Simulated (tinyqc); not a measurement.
Inside a calculation. Method: MP2 on RHF in the sto-3g basis, for H2F+, spin multiplicity 1. One step of it, computed by the program tinyqc.

Question. Iteration 8 (converged): orbitals. Diagonalise F' = X^T F X, C = X C', fill 5 alpha and 5 beta electrons from the bottom; D = 2 C_occ C_occ^T. Each column has its largest component positive (the first on a tie).

converged F (hartree), lower triangle:
```
             1F 1s      1F 2s     1F 2px     1F 2py     1F 2pz      2H 1s      3H 1s
1F 1s   -26.619921
1F 2s    -6.787367  -3.628602
1F 2px    0.000000   0.000000  -1.038827
1F 2py    0.000000   0.000000   0.000000  -0.962085
1F 2pz   -0.023938  -0.121965   0.000000   0.000000  -0.994661
2H 1s    -1.085457  -1.139379   0.000000  -0.481324  -0.463307  -0.828665
3H 1s    -1.085457  -1.139379   0.000000   0.481324  -0.463307  -0.413192  -0.828665
```

X, lower triangle:
```
            1F 1s      1F 2s    1F 2px     1F 2py     1F 2pz      2H 1s     3H 1s
1F 1s    1.023676
1F 2s   -0.135812   1.141469
1F 2px   0.000000   0.000000  1.000000
1F 2py   0.000000   0.000000  0.000000   1.056914
1F 2pz  -0.006419   0.062001  0.000000   0.000000   1.032224
2H 1s    0.017162  -0.202721  0.000000  -0.156371  -0.105768   1.118100
3H 1s    0.017162  -0.202721  0.000000   0.156371  -0.105768  -0.092996  1.118100
```

Give: F' = X^T F X; orbital energies; coefficients C; D after iteration 8.

Answer.

F' = X^T F X (hartree), lower triangle:
```
          1        2        3        4        5        6        7
1  -26.1411
2   -3.4374  -2.2789
3    0.0000   0.0000  -1.0388
4    0.0000   0.0000   0.0000  -0.7768
5   -0.0452   0.0389   0.0000   0.0000  -0.8833
6   -0.1335  -0.4552   0.0000  -0.4020  -0.3092  -0.3886
7   -0.1335  -0.4552   0.0000   0.4020  -0.3092  -0.0968  -0.3886
```

orbital energies (hartree): MO1 -26.6294, MO2 -2.0473, MO3 -1.1524, MO4 -1.0815, MO5 -1.0388, MO6 -0.0304, MO7 0.0837

coefficients C:
```
            MO1      MO2      MO3      MO4     MO5      MO6      MO7
1F 1s    0.9948  -0.2498   0.0000   0.0720  0.0000   0.0993   0.0000
1F 2s    0.0224   0.9471   0.0000  -0.3589  0.0000  -0.6174   0.0000
1F 2px   0.0000   0.0000   0.0000   0.0000  1.0000   0.0000   0.0000
1F 2py   0.0000   0.0000   0.7600   0.0000  0.0000   0.0000  -0.7671
1F 2pz   0.0025   0.1129   0.0000   0.8435  0.0000  -0.6062   0.0000
2H 1s   -0.0039   0.0838   0.3416   0.2325  0.0000   0.7190   0.8007
3H 1s   -0.0039   0.0838  -0.3416   0.2325  0.0000   0.7190  -0.8007
```

D after iteration 8, lower triangle:
```
          1F 1s    1F 2s  1F 2px   1F 2py  1F 2pz    2H 1s   3H 1s
1F 1s    2.1142
1F 2s   -0.4801   2.0525
1F 2px   0.0000   0.0000  2.0000
1F 2py   0.0000   0.0000  0.0000   1.1551
1F 2pz   0.0700  -0.3915  0.0000   0.0000  1.4484
2H 1s   -0.0161  -0.0084  0.0000   0.5191  0.4112   0.3555
3H 1s   -0.0161  -0.0084  0.0000  -0.5191  0.4112  -0.1111  0.3555
```
